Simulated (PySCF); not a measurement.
Work out the structure from these simulated measurements.

Elements present: C, H, N and O. Monoisotopic mass: 83.0371 u.

| Item | Value |
| --- | --- |
| NMR, other nuclei | isotropic shieldings of nuclei other than C and H, by class: -154 (1 N), -75 (1 O) ppm [GIAO PBE0/pcSseg-1] |
| 13C NMR | chemical shifts (computed TMS as zero) by class: 176.4 (1 C), 153.7 (1 C), 108.6 (1 C), 14.7 (1 C) ppm [GIAO PBE0/pcSseg-1] |
| Couplings | largest of the computed one-bond spin–spin couplings (means over like bonds): 13C–1H +196.3, 13C–1H +186.8, 13C–1H +135.7 (×3), 13C–13C +75.6, 13C–13C +55.2, 13C–13C +54.4, 17O–15N -45.3, 17O–13C +38.1 Hz [B3LYP/pcJ-1, spin–dipole term left out for some pairs] |
| Triplet | lowest triplet excitation (Tamm–Dancoff): 4.23 eV [TDA CAM-B3LYP/def2-SVPD] |
| UV, strongest line | among the 8 lowest singlet transitions: S7 at 8.47 eV (146 nm, f = 0.333) [TDDFT CAM-B3LYP/def2-SVPD] |
| Rotational structure | rotational constants A, B, C: 9.358, 3.609, 2.647 GHz [GFN2-xTB] |
| XPS | C1s 290.7, C1s 291.5, C1s 291.6, C1s 292.4, N1s 405.8, O1s 540.3 eV [ΔSCF SCAN, pcX-2 on the ionised atom, pcseg-1 elsewhere, spin-free X2C] |

The electronic properties come from PySCF, for the isolated species, density fitting. Levels stand in brackets. Isolated species at its GFN2-xTB geometry, gas phase. Each NMR value is the plain mean over a class of atoms that symmetry, rotation or inversion makes alike.

Problem. Which formula fits the mass and the elements?

Solution. C4H5NO (calculated 83.0371). No other formula that holds each of these elements comes within 0.0003 u with a fitting electron parity and a possible valence count.

Problem. What is the compound? Reason from the data.

Solution. Numbering: `[CH3:1][c:2]1[cH:3][cH:4][n:5][o:6]1`. Its formula, C4H5NO, gives 3 degrees of unsaturation: 1 ring and 2 π bonds in the structure found (Kekulé form). 4 carbons fall into 4 classes; from least to most shielded: substituted aromatic carbon [C2] (176.4 ppm), aromatic CH next to a ring nitrogen [C4] (153.7 ppm), aromatic CH carbon [C3] (108.6 ppm), benzylic-type carbon [C1] (14.7 ppm). The other shieldings belong to: -154 ppm, pyridine-type nitrogen [N5]; -75 ppm, ring oxygen [O6]. The couplings run between: +196.3 Hz, aromatic CH next to a ring nitrogen [C4] and its hydrogen; +186.8 Hz, aromatic CH carbon [C3] and its hydrogen; +135.7 Hz, benzylic-type carbon [C1] and its hydrogen (with 2 like pairs); +75.6 Hz, substituted aromatic carbon [C2] and aromatic CH carbon [C3]; +55.2 Hz, benzylic-type carbon [C1] and substituted aromatic carbon [C2]; +54.4 Hz, aromatic CH carbon [C3] and aromatic CH next to a ring nitrogen [C4]; -45.3 Hz, ring oxygen [O6] and pyridine-type nitrogen [N5]; +38.1 Hz, ring oxygen [O6] and substituted aromatic carbon [C2]. The core levels belong to: C1s 290.7 eV, aromatic CH carbon [C3]; C1s 291.5 eV, aromatic CH next to a ring nitrogen [C4]; C1s 291.6 eV, benzylic-type carbon [C1]; C1s 292.4 eV, substituted aromatic carbon [C2]; N1s 405.8 eV, pyridine-type nitrogen [N5]; O1s 540.3 eV, ring oxygen [O6]. The optimised geometry has point group Cs and is an asymmetric top. Structure: 5-methylisoxazole, `Cc1ccno1`. Computed isomers that give other values at the same levels: `Cc1ccon1` (13C chemical shifts (computed TMS as zero) by class: 165.7 (1 C), 162.5 (1 C), 111.8 (1 C), 13.5 (1 C) ppm); `Nc1ccco1` (13C chemical shifts (computed TMS as zero) by class: 162.1 (1 C), 135.2 (1 C), 118.7 (1 C), 88.1 (1 C) ppm); `C#CCNC=O` (13C chemical shifts (computed TMS as zero) by class: 159.7 (1 C), 85.6 (1 C), 78.4 (1 C), 27.7 (1 C) ppm). The assignments are read from this structure; whether some other isomer fits the data as well wasn't checked.
